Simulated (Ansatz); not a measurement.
Input for Ansatz (development build ahead of 0.2.0):

```yaml
crystal:
  periodic: [false, false, false]
  atoms:
    - { symbol: O, position_ang: [-0.03764, 0.00399, -0.45304] }
    - { symbol: O, position_ang: [-0.0167, 1.07073, 0.16413] }
    - { symbol: O, position_ang: [0.00365, -1.1105, 0.20704] }
basis:
  gaussian: { orbitals: aug-cc-pVDZ }
hamiltonian:
  xc: hf
correlation:
  method: mp2
  frozen_orbitals: { O: 1 }
```

The input is written out in the form of the current development build from the run's settings.

Output:

```yaml
Converged: yes
Reference_energy: -224.29257 hartree
Correlation_energy: -0.65943 hartree
Total_energy: -224.95199 hartree
Spin_squared_of_the_determinant: 0.000
```

Caution: in another basis set an unrestricted determinant lies well below.
